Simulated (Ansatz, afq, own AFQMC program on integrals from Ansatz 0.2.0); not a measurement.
Two steps: Ansatz 0.2.0 writes the Fock matrix and Cholesky factors of the valence space, and afq projects on them the lowest state that overlaps trial and start.

```yaml
crystal:
  periodic: [false, false, false]
  atoms:
    - {symbol: C, position_ang: [-2.514341, 0.000000, 0.000000]}
    - {symbol: H, position_ang: [-2.877547, 1.027301, 0.000000]}
    - {symbol: H, position_ang: [-2.877547, -0.513650, 0.889668]}
    - {symbol: H, position_ang: [-2.877547, -0.513650, -0.889669]}
    - {symbol: H, position_ang: [-1.254341, 0.000000, 0.000000]}
    - {symbol: Br, position_ang: [0.502659, 0.000000, 0.000000]}
basis:
  gaussian: {orbitals: cc-pVTZ}
magnetization: {spin_polarized: true, initial_magnetization: 1}
correlation: {method: ccsd_t, electrons: outside_noble_gas, hamiltonian_folder: ham}
```

```sh
$ ansatz run in.yaml --threads 1 --pin off --events-out ev --progress --plain --max-ram 24576MiB --backend cuda --devices 0, --max-vram 18GiB
```

Options of the walk:

```
--method phaseless --trial cisd --walkers 600 --populations 10 --least-time 60 --time-step 0.005 --steps-per-block 50 --equilibration-blocks 28 --max-blocks 4000 --target-error 0.00023 --factor-cut 1e-05 --start spin_pure --seed 7422 --release-times 0.24,0.51,0.99,1.5 --release-step 0.03 --release-every 4 --taylor-order 6
```

Times are imaginary, in 1/Eh. The walk had a cap of 168 s. With eight or more populations the least sampling time is a fifth of least-time, and the error comes from their spread. Filled inner d shells are frozen with the cores.

afq prints:

```
orbitals 114  electrons 8 7  factors 686 of 747
reference energy -2612.62242584 Eh
CCSD correlation -0.38542048 Eh in 10 cycles, weight of the determinant in the CISD state 0.8603
energy of the start -2613.005656 Eh
 block  time / (1/Eh)  mean weight  energy / Eh
     1     0.250  1.0001  -2613.000226
     2     0.500  0.9985  -2613.005848
     3     0.750  0.9982  -2613.010831
     4     1.000  0.9996  -2613.014362
     5     1.250  1.0004  -2613.016309
     8     2.000  0.9998  -2613.022787
    11     2.750  0.9999  -2613.021120
    17     4.250  1.0003  -2613.022953
    23     5.750  0.9998  -2613.022180
    29     7.250  1.0002  -2613.020351
    35     8.750  0.9994  -2613.021618
    41    10.250  1.0005  -2613.021370
    47    11.750  1.0008  -2613.023453
    53    13.250  0.9994  -2613.022067
    59    14.750  0.9998  -2613.019995
    65    16.250  0.9997  -2613.020070
    71    17.750  1.0008  -2613.020297
    77    19.250  1.0006  -2613.020806
    83    20.750  1.0008  -2613.023204
    87    21.750  0.9990  -2613.026313
    89    22.250  1.0000  -2613.023230
    95    23.750  0.9990  -2613.024811
   101    25.250  1.0000  -2613.024323
   103    25.750  0.9997  -2613.019089
   107    26.750  0.9995  -2613.021369
   113    28.250  1.0017  -2613.021457
   117    29.250  0.9987  -2613.021739
error from the spread of 10 populations
released: time / (1/Eh)  energy / Eh  error  mean overlap
  0.24  -2613.022252  0.000343  1.0014
  0.51  -2613.022189  0.000347  1.0035
  0.99  -2613.022465  0.000455  0.9964
  1.50  -2613.022325  0.000476  0.9969
energy -2613.022210 +/- 0.000363 Eh
(rows thinned)
```

The run passed its tests (sampling time, drift between the halves within three errors, error under three times the target), which doesn't prove that it has relaxed, ending at its cap on processor time.

Against this walk (error 9.9 meV) on the same determinant: CCSD(T) 28.8 meV higher. The error is statistical and leaves out the bias of the constraint. Released to 1.50 1/Eh the energy moves by -3 ± 16 meV (both errors), within twice the noise.

Cautions: constraint bias not in the error; error above the target (9.9 against 6.3 meV); no relativity below Rb; no spin-orbit coupling; inner d shell frozen.

The walk took 2.8 min on 1 × NVIDIA H100 80GB HBM3 with 2 threads of AMD EPYC 7R13 Processor (Zen 3), on a shared host (the card was shared). The log's last line is the phaseless energy.

A walk keeps the symmetry of its determinant, which the program's search chose and which needn't be the lowest solution, so a lower state of the same spin and another symmetry isn't excluded.
